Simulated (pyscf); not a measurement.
PySCF, gas phase, ωB97X-D3(BJ)/def2-SVP geometries.

### Question
Estimate by transition-state theory the rate constant of HO–Ti(OH)(F)–F (SMILES [OH][Ti]([OH])([F])[F]) + NH₃ (SMILES N) → H₂O (SMILES O) + H₂N–Ti(OH)(F)–F (SMILES [NH2][Ti]([OH])([F])[F]) (singlet surface; O–Ti, H–N broken, H–O, N–Ti formed) at 900 K, with ωB97M-D3(BJ)/def2-TZVP energies (ideal gas, 1 atm, RRHO with modes under 100 cm⁻¹ raised to 100, one conformer, R ln 2 for chiral ones without a mode under 150 cm⁻¹; no tunnelling).

### Answer
The electronic barrier is 15.3 kcal/mol and the thermal terms add +35.1, so ΔG‡ = 50.4 kcal/mol. With k_BT/h = 1.88e+13 s⁻¹ and RT = 1.788 kcal/mol, and a volume of 1.23e-19 cm³ per molecule at 1 atm, k = 1.3e-18 cm³ molecule⁻¹ s⁻¹. Wigner's tunnelling factor for 965i cm⁻¹ would be 1.10. A shift of 1 kcal/mol in the barrier changes k by a factor 1.7. On the reactant side the descent ends in an adduct with a N–Ti contact (not fully relaxed), 19.7 kcal/mol under the separated species and 33.4 kcal/mol under the saddle at ωB97X-D3(BJ)/def2-TZVP. On the product side the descent ends in an adduct with a O–Ti contact (not fully relaxed), 13.4 kcal/mol under the separated species and 13.6 kcal/mol under the saddle at ωB97X-D3(BJ)/def2-TZVP. What is counted as formed (N–Ti) is already present as a longer contact in the reactant adduct; forming that adduct is a step of its own. What is counted as broken (O–Ti) persists as a longer contact in the product adduct; parting that adduct is a step of its own. One saddle was located; it need not be the lowest between these sides.
